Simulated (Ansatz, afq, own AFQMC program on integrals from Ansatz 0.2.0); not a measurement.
# H3O+ (singlet): AFQMC on the coupled-cluster ladder at distance O1–H4 = 0.978 Å, 6-31G

The task here is to estimate one member of a computed series from the others.

Computed with Ansatz 0.2.0, Gaussian basis, and an in-house AFQMC program (afq) on its integrals; all values are calculated. Level: 6-31G, frozen cores.

To be run: Full CI; PBE (unrestricted); r2SCAN (unrestricted); PBE0 (unrestricted); B3LYP (unrestricted); wB97M-V (unrestricted); B2PLYP (unrestricted); CCSD(T) on RHF; CCSDT(Q) on RHF; CCSDTQ on RHF; Phaseless AFQMC, CISD trial on RHF; Phaseless AFQMC, single-determinant trial on RHF; Free-projection AFQMC, CISD trial on RHF; UHF.

2 further runs of the same task are left out: 2 that didn't finish.

### What is computed

The geometry derives from a PBE0/def2-TZVP stationary point (not a proven minimum). One bond is set to the value named and the two fragments are kept rigid.

4 atoms, charge 1, spin multiplicity 1.

Atoms are counted from 1 here; the program's logs count them from 0.

Bond lengths: O1–H2 0.978 Å, O1–H3 0.978 Å, O1–H4 0.978 Å. Angles: H2–O1–H3 113.0°, H2–O1–H4 113.0°, H3–O1–H4 113.0°.

Set-up of the first run:

Input file in.yaml:

```yaml
crystal:
  periodic: [false, false, false]
  atoms:
    - {symbol: O, position_ang: [0.000157, -0.000104, -0.041923]}
    - {symbol: H, position_ang: [0.941031, 0.014170, 0.225305]}
    - {symbol: H, position_ang: [-0.483545, 0.809421, 0.218000]}
    - {symbol: H, position_ang: [-0.459974, -0.821935, 0.222149]}
basis:
  gaussian: {orbitals: 6-31G}
total_charge: 1
correlation: {method: fci, electrons: outside_noble_gas}
```

Run with:

```bash
$ ansatz run in.yaml --threads 1 --pin off --events-out ev --progress --plain --max-ram 1382MiB
```

Steps of the session up to this table: Full CI; PBE (unrestricted); r2SCAN (unrestricted); PBE0 (unrestricted); B3LYP (unrestricted); wB97M-V (unrestricted); B2PLYP (unrestricted); CCSD(T) on RHF; CCSDT(Q) on RHF; CCSDTQ on RHF; Phaseless AFQMC, CISD trial on RHF; Phaseless AFQMC, single-determinant trial on RHF; Free-projection AFQMC, CISD trial on RHF; UHF.

One table of the session follows, with a row left open; its other results are not shown here.

It belongs to the step «AFQMC on the ladder». On the RHF determinant, counted from full CI (exact for this spin and basis):

```
                                                             level  from full CI (kcal/mol)
                                                                HF                   +87.00
                                                               MP2                    +5.94
                                                              CCSD                    +0.96
                                                           CCSD(T)                    +0.31
                                                          CCSDT(Q)                        ?
                                                            CCSDTQ                    +0.01
                                                           full CI                     0.00
              Phaseless AFQMC, CISD trial, step 0.005, 200 walkers                    -0.02
Phaseless AFQMC, single-determinant trial, step 0.005, 400 walkers                    -0.26
         Free-projection AFQMC, CISD trial, step 0.03, 200 walkers                    +0.12
```

Estimate the missing values for CCSDT(Q).

**Answer.** from full CI (kcal/mol): -0.01. In the column «from full CI (kcal/mol)» it lies between Phaseless AFQMC, CISD trial, step 0.005, 200 walkers (-0.02) and full CI (0.00).

To keep in mind: On RHF the phaseless walk with the CISD trial lies -0.02 kcal/mol from full CI, within three error bars.
